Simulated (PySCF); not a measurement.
System: diamond. Method: G0W0@PBE0 (PySCF, GTH pseudopotentials, Gaussian basis, analytic continuation).

The same calculation (at the measured cell, 5.673 Å³/atom) with different numerical settings; throughout: k mesh 2×2×2:

```csv
run,basis,gap over the k-points evaluated (eV),rough time
1,DZ,6.207,4 core-min
2,TZ,5.989,10 core-min
3,QZ,?,30 core-min
```

Q: Complete the blanks.

A: 
- 3, gap over the k-points evaluated (eV): 6.027

In the column gap over the k-points evaluated (eV) the first row differs from the last by +0.180 and the next to last by -0.038.

The last row is no converged limit: other settings stay fixed.
